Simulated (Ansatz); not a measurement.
Relaxation of BFH3N (6 atoms, charge 0, multiplicity 1), to a largest force component of 0.03 eV/Å in at most 50 steps.

The calculation used Ansatz 0.2.0, RKS CAM-B3LYP-D4/def2-SVP.

```xyz
6
Properties=species:S:1:pos:R:3
B 0.141 0.022 0.033
F 0.246 -0.442 1.269
H 1.141 0.449 -0.452
N -1.081 -0.003 -0.628
H -1.923 -0.369 -0.199
H -1.201 0.342 -1.570
```

Question: Where does it end, and by what steps?

Answer: It converged. After 2 steps the energy has fallen by 0.013 eV; H3 moved furthest, 0.03 Å.

```tsv
step	energy less start (eV)	largest force component (eV/Å)	accepted
0	0.0000	0.495	yes
1	-0.0118	0.168	yes
2	-0.0135	0.009	yes
```

```xyz
6
Properties=species:S:1:pos:R:3
B 0.146 0.021 0.039
F 0.225 -0.453 1.285
H 1.140 0.461 -0.483
N -1.076 -0.003 -0.623
H -1.920 -0.369 -0.198
H -1.193 0.342 -1.566
```

Whether the end is a true minimum wasn't checked by a vibrational analysis.

The run took 2.9 s on 1 thread of Intel(R) Xeon(R) 6975P-C (Granite Rapids), with other jobs on the host, peak memory 0.15 GiB.
